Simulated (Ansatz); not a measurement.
# Chalcopyrite CdGeAs2

Level of theory: r²SCAN in Ansatz (plane waves, PAW).

Numerical settings: plane-wave cutoff 560 eV, 8×8×8 k mesh, Fermi–Dirac smearing 0.01 eV, scalar-relativistic PAW data made under PBE.

Cell (relaxed at this level):

CdAs2Ge has the tetragonal space group I-42d (No. 122), the chalcopyrite structure, Pearson symbol tI16. Conventional cell: a = b = 5.9816 Å, c = 11.2957 Å, α = β = γ = 90.00°. Cd on 4a is surrounded by 4 As at 2.647 Å (tetrahedral). Ge on 4b sees 4 As at 2.446 Å (tetrahedral). As on 8d is surrounded by 2 Ge at 2.446 Å and 2 Cd at 2.647 Å (tetrahedral). (Neighbours: up to the widest gap in distance over summed covalent radii, below 1.35, at either atom; cation-cation and far metal-metal contacts left out.)
(The calculation used a cell of 8 atoms; values per cell refer to that cell.)

| Property | Result |
|---|---|
| bulk modulus B0 | 61.1 GPa |
| band gap | 0.10 eV |
| pressure derivative B′ of the bulk modulus | 4.9 |

Measured, for comparison: band gap 0.57 eV (temperature not stated, no zero-point or thermal correction, direct; as tabulated in Rashkeev et al. (1999), arXiv:cond-mat/9809378); bulk modulus 69.9 GPa (temperature not stated, no zero-point or thermal correction; as tabulated in Toher et al. (2017), arXiv:1611.05714). Computed (rounded) less measured: bulk modulus -13 %.

Note: the bulk modulus comes from volumes at which shape and atoms were relaxed.

Spin–orbit coupling is not included.

Computed values are for the static lattice.

The result took very roughly 27 core-minutes.

Ansatz is a quantum-chemistry and plane-wave program.
